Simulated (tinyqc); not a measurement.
Inside a calculation. Method: UHF in the sto-3g basis, for H2O+, spin multiplicity 2. One step of it, computed by the program tinyqc.

Question. Iteration 12 (converged): orbitals. Diagonalise F' = X^T F X, C = X C', fill 5 alpha and 4 beta electrons from the bottom; D(s) = C_occ C_occ^T. Each column has its largest component positive (the first on a tie).

converged F(alpha) (hartree), order 1O 1s, 1O 2s, 1O 2px, 1O 2py, 1O 2pz, 2H 1s, 3H 1s:
$$\begin{pmatrix}
-20.987806 & -5.344829 & 0.000000 & -0.000473 & -0.023392 & -0.888439 & -0.832501 \\
-5.344829 & -3.069342 & 0.000000 & -0.003817 & -0.131161 & -1.018616 & -0.972250 \\
0.000000 & 0.000000 & -1.073325 & 0.000000 & 0.000000 & 0.000000 & 0.000000 \\
-0.000473 & -0.003817 & 0.000000 & -0.935202 & -0.002133 & -0.449616 & 0.436799 \\
-0.023392 & -0.131161 & 0.000000 & -0.002133 & -0.960390 & -0.479657 & -0.466079 \\
-0.888439 & -1.018616 & 0.000000 & -0.449616 & -0.479657 & -0.785311 & -0.384831 \\
-0.832501 & -0.972250 & 0.000000 & 0.436799 & -0.466079 & -0.384831 & -0.753246
\end{pmatrix}$$

converged F(beta) (hartree), order 1O 1s, 1O 2s, 1O 2px, 1O 2py, 1O 2pz, 2H 1s, 3H 1s:
$$\begin{pmatrix}
-20.957300 & -5.301355 & 0.000000 & -0.000454 & -0.023049 & -0.879897 & -0.824458 \\
-5.301355 & -2.856703 & 0.000000 & -0.004216 & -0.108258 & -0.978843 & -0.935427 \\
0.000000 & 0.000000 & -0.182910 & 0.000000 & 0.000000 & 0.000000 & 0.000000 \\
-0.000454 & -0.004216 & 0.000000 & -0.818271 & -0.005027 & -0.450584 & 0.439269 \\
-0.023049 & -0.108258 & 0.000000 & -0.005027 & -0.865796 & -0.477632 & -0.465285 \\
-0.879897 & -0.978843 & 0.000000 & -0.450584 & -0.477632 & -0.828287 & -0.382526 \\
-0.824458 & -0.935427 & 0.000000 & 0.439269 & -0.465285 & -0.382526 & -0.803442
\end{pmatrix}$$

X, order 1O 1s, 1O 2s, 1O 2px, 1O 2py, 1O 2pz, 2H 1s, 3H 1s:
$$\begin{pmatrix}
-0.343884 & 0.042047 & 0.728535 & 0.000000 & 0.624109 & -0.003240 & 0.163043 \\
1.013155 & -0.095020 & -0.322973 & 0.000000 & 0.344295 & -0.004620 & 0.421705 \\
0.000000 & 0.000000 & 0.000000 & 1.000000 & 0.000000 & 0.000000 & 0.000000 \\
0.088774 & 0.802259 & -0.001958 & 0.000000 & -0.003435 & 0.724769 & 0.007442 \\
0.534420 & -0.049499 & 0.666186 & 0.000000 & -0.590818 & -0.004518 & 0.229892 \\
-0.728686 & -0.719662 & -0.171701 & 0.000000 & -0.141746 & 0.363282 & 0.394161 \\
-0.543268 & 0.843862 & -0.178159 & 0.000000 & -0.144603 & -0.379847 & 0.381919
\end{pmatrix}$$

Give: F' = X^T F X; orbital energies; coefficients C; F' = X^T F X; orbital energies; coefficients C; D(alpha) after iteration 12; D(beta) after iteration 12.

Answer.

F' = X^T F X (alpha) (hartree):
$$\begin{pmatrix}
-0.7899 & 0.1206 & 2.1850 & 0.0000 & 1.8655 & -0.0114 & 0.2537 \\
0.1206 & 0.0242 & -0.3131 & 0.0000 & -0.2890 & -0.0812 & -0.0638 \\
2.1850 & -0.3131 & -8.9737 & 0.0000 & -8.8119 & 0.0536 & -3.7073 \\
0.0000 & 0.0000 & 0.0000 & -1.0733 & 0.0000 & 0.0000 & 0.0000 \\
1.8655 & -0.2890 & -8.8119 & 0.0000 & -10.8040 & 0.0595 & -4.2828 \\
-0.0114 & -0.0812 & 0.0536 & 0.0000 & 0.0595 & -1.0750 & 0.0209 \\
0.2537 & -0.0638 & -3.7073 & 0.0000 & -4.2828 & 0.0209 & -3.3031
\end{pmatrix}$$

orbital energies (alpha) (hartree): MO1 -20.9964, MO2 -1.8451, MO3 -1.0810, MO4 -1.0733, MO5 -1.0291, MO6 -0.0193, MO7 0.0493

coefficients C (alpha), order 1O 1s, 1O 2s, 1O 2px, 1O 2py, 1O 2pz, 2H 1s, 3H 1s:
$$\begin{pmatrix}
0.9944 & -0.2490 & 0.0062 & 0.0000 & 0.0785 & 0.0979 & 0.0188 \\
0.0243 & 0.9448 & -0.0315 & 0.0000 & -0.3842 & -0.6156 & -0.1239 \\
0.0000 & 0.0000 & 0.0000 & 1.0000 & 0.0000 & 0.0000 & 0.0000 \\
0.0001 & 0.0041 & 0.7809 & 0.0000 & -0.0425 & 0.1212 & -0.7420 \\
0.0033 & 0.1409 & 0.0389 & 0.0000 & 0.8276 & -0.6427 & -0.1200 \\
-0.0046 & 0.0821 & 0.3246 & 0.0000 & 0.2135 & 0.5982 & 0.9329 \\
-0.0043 & 0.0766 & -0.3005 & 0.0000 & 0.2417 & 0.8640 & -0.6700
\end{pmatrix}$$

F' = X^T F X (beta) (hartree):
$$\begin{pmatrix}
-0.6760 & 0.1108 & 2.1740 & 0.0000 & 1.8756 & -0.0052 & 0.3932 \\
0.1108 & 0.0451 & -0.3128 & 0.0000 & -0.2883 & 0.0166 & -0.0791 \\
2.1740 & -0.3128 & -8.9222 & 0.0000 & -8.8539 & 0.0513 & -3.7067 \\
0.0000 & 0.0000 & 0.0000 & -0.1829 & 0.0000 & 0.0000 & 0.0000 \\
1.8756 & -0.2883 & -8.8539 & 0.0000 & -10.7367 & 0.0593 & -4.2383 \\
-0.0052 & 0.0166 & 0.0513 & 0.0000 & 0.0593 & -1.0290 & 0.0219 \\
0.3932 & -0.0791 & -3.7067 & 0.0000 & -4.2383 & 0.0219 & -3.2346
\end{pmatrix}$$

orbital energies (beta) (hartree): MO1 -20.9642, MO2 -1.6630, MO3 -1.0291, MO4 -0.9672, MO5 -0.1829, MO6 0.0059, MO7 0.0642

coefficients C (beta), order 1O 1s, 1O 2s, 1O 2px, 1O 2py, 1O 2pz, 2H 1s, 3H 1s:
$$\begin{pmatrix}
0.9950 & -0.2363 & 0.0071 & 0.0957 & 0.0000 & 0.1058 & 0.0258 \\
0.0217 & 0.8848 & -0.0356 & -0.4644 & 0.0000 & -0.6399 & -0.1624 \\
0.0000 & 0.0000 & 0.0000 & 0.0000 & 1.0000 & 0.0000 & 0.0000 \\
0.0001 & 0.0053 & 0.7124 & -0.0364 & 0.0000 & 0.1765 & -0.7981 \\
0.0030 & 0.1413 & 0.0388 & 0.7846 & 0.0000 & -0.6863 & -0.1605 \\
-0.0041 & 0.1394 & 0.3922 & 0.2409 & 0.0000 & 0.5394 & 0.9292 \\
-0.0039 & 0.1316 & -0.3721 & 0.2811 & 0.0000 & 0.8695 & -0.5993
\end{pmatrix}$$

D(alpha) after iteration 12, order 1O 1s, 1O 2s, 1O 2px, 1O 2py, 1O 2pz, 2H 1s, 3H 1s:
$$\begin{pmatrix}
1.0570 & -0.2414 & 0.0000 & 0.0006 & 0.0334 & -0.0062 & -0.0062 \\
-0.2414 & 1.0419 & 0.0000 & -0.0044 & -0.1860 & -0.0148 & -0.0111 \\
0.0000 & 0.0000 & 1.0000 & 0.0000 & 0.0000 & 0.0000 & 0.0000 \\
0.0006 & -0.0044 & 0.0000 & 0.6116 & -0.0042 & 0.2447 & -0.2447 \\
0.0334 & -0.1860 & 0.0000 & -0.0042 & 0.7063 & 0.2009 & 0.1991 \\
-0.0062 & -0.0148 & 0.0000 & 0.2447 & 0.2009 & 0.1577 & -0.0396 \\
-0.0062 & -0.0111 & 0.0000 & -0.2447 & 0.1991 & -0.0396 & 0.1546
\end{pmatrix}$$

D(beta) after iteration 12, order 1O 1s, 1O 2s, 1O 2px, 1O 2py, 1O 2pz, 2H 1s, 3H 1s:
$$\begin{pmatrix}
1.0550 & -0.2322 & 0.0000 & 0.0005 & 0.0450 & -0.0112 & -0.0107 \\
-0.2322 & 1.0003 & 0.0000 & -0.0037 & -0.2407 & -0.0026 & -0.0010 \\
0.0000 & 0.0000 & 0.0000 & 0.0000 & 0.0000 & 0.0000 & 0.0000 \\
0.0005 & -0.0037 & 0.0000 & 0.5088 & -0.0001 & 0.2714 & -0.2746 \\
0.0450 & -0.2407 & 0.0000 & -0.0001 & 0.6371 & 0.2239 & 0.2247 \\
-0.0112 & -0.0026 & 0.0000 & 0.2714 & 0.2239 & 0.2313 & -0.0599 \\
-0.0107 & -0.0010 & 0.0000 & -0.2746 & 0.2247 & -0.0599 & 0.2348
\end{pmatrix}$$
